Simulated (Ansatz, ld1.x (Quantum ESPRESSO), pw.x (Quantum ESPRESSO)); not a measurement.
What a changed setting does to a pw.x run (fcc S)

Potential: norm-conserving Troullier–Martins (Kleinman–Bylander form), ld1.x (Quantum ESPRESSO) 7.5, PBEsol; core [Ne], reference 3s2 3p4; waves: 3s (bound): rc 1.25 bohr; 3p (bound): rc 1.65 bohr; 3d channel at -0.05 Ry: rc 1.35 bohr; local part: all-electron potential smoothed inside 1.15 bohr (lloc = -1); core correction: a·sin(br)/r model core inside 1.00 bohr.

The reference run (k-mesh 14³, cutoffs 85/340 Ry, Fermi–Dirac 0.01 Ry, mixing_beta 0.4, conv_thr 1e-9, no spin) gives -1.02 GPa at 14.990 Å³/atom, where all-electron LAPW gives -0.29 GPa. This run, with its own iteration cap, changes mixing_ndim to 16.

```
&control
  calculation='scf', prefix='x', pseudo_dir='./', outdir='./tmp', tstress=.true., disk_io='none'
/
&system
  ibrav=0, nat=1, ntyp=1, ecutwfc=85, ecutrho=340, nbnd=10,
  occupations='smearing', smearing='fd', degauss=0.01
/
&electrons
  conv_thr=1e-09, mixing_beta=0.4, electron_maxstep=70, mixing_ndim=16
/
ATOMIC_SPECIES
S 1.0 S.UPF
CELL_PARAMETERS angstrom
  0.00000000 1.95699874 1.95699874
  1.95699874 0.00000000 1.95699874
  1.95699874 1.95699874 0.00000000
ATOMIC_POSITIONS crystal
S 0.0000 0.0000 0.0000
K_POINTS automatic
14 14 14 0 0 0
```

```bash
pw.x < S.scf.in > S.scf.out
```

Problem. How does the run end?

Solution. It converges in 6 iterations; the free energy moves by +0.0 meV/atom and the pressure by +0.00 GPa. The result is that of the reference run.

```
Message from routine setup:
     using ibrav=0 with symmetry is DISCOURAGED, use correct ibrav instead
     lattice parameter (alat)  =       5.2300  a.u.
     unit-cell volume          =     101.1575 (a.u.)^3
     number of electrons       =         6.00
     number of Kohn-Sham states=           10
     kinetic-energy cutoff     =      85.0000  Ry
     charge density cutoff     =     340.0000  Ry
     scf convergence threshold =      1.0E-09
     Exchange-correlation= PBESOL
     number of k points=   104  Fermi-Dirac smearing, width (Ry)=  0.0100
     iteration #  1     ecut=    85.00 Ry     beta= 0.40
     total energy              =     -21.77016059 Ry
     estimated scf accuracy    <       0.00112685 Ry
     iteration #  2     ecut=    85.00 Ry     beta= 0.40
     total energy              =     -21.77012446 Ry
     estimated scf accuracy    <       0.00023643 Ry
     iteration #  3     ecut=    85.00 Ry     beta= 0.40
     total energy              =     -21.77015529 Ry
     estimated scf accuracy    <       0.00000360 Ry
     iteration #  4     ecut=    85.00 Ry     beta= 0.40
     total energy              =     -21.77015622 Ry
     estimated scf accuracy    <          8.6E-09 Ry
     iteration #  5     ecut=    85.00 Ry     beta= 0.40
     total energy              =     -21.77015624 Ry
     estimated scf accuracy    <          2.8E-09 Ry
     iteration #  6     ecut=    85.00 Ry     beta= 0.40
     the Fermi energy is     9.9162 ev
!    total energy              =     -21.77015624 Ry
     estimated scf accuracy    <          4.0E-10 Ry
     smearing contrib. (-TS)   =      -0.00353685 Ry
     The total energy is F=E-TS. E is the sum of the following terms:
     one-electron contribution =       5.76572961 Ry
     hartree contribution      =       0.85150332 Ry
     xc contribution           =      -6.06821126 Ry
     ewald contribution        =     -22.31564106 Ry
     convergence has been achieved in   6 iterations
          total   stress  (Ry/bohr**3)                   (kbar)     P=      -10.20
     Message from routine punch:
     Nothing written, as per user request (disk_io='none')
```

The run took about 11 s on one core of a shared host (Neoverse-V1, 32 threads, 247 GiB, load 25).
